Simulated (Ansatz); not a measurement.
## Ansatz (development build ahead of 0.2.0) run

```yaml
crystal:
  periodic: [false, false, false]
  atoms:
    - { symbol: Al, position_ang: [0.0, 0.0, 0.0] }
    - { symbol: S, position_ang: [0.0, 0.0, 6.412] }
    - { symbol: B, position_ang: [0.0, 0.0, -2.11] }
basis:
  gaussian: { orbitals: pcseg-2 }
magnetization:
  initial_magnetization: 2
hamiltonian:
  xc: { name: wB97X }
```

The input is written out in the form of the current development build from the run's settings.

Output:

```json
{"Converged": "yes", "Total energy": "-665.12623 hartree", "Spin squared of the determinant": "2.000", "Stability test": "minimum among restricted orbitals"}
```

Caution: stretched shape with no unrestricted run beside it, a lower state can exist; charge can spread falsely over distant fragments; other spin multiplicities may lie lower.
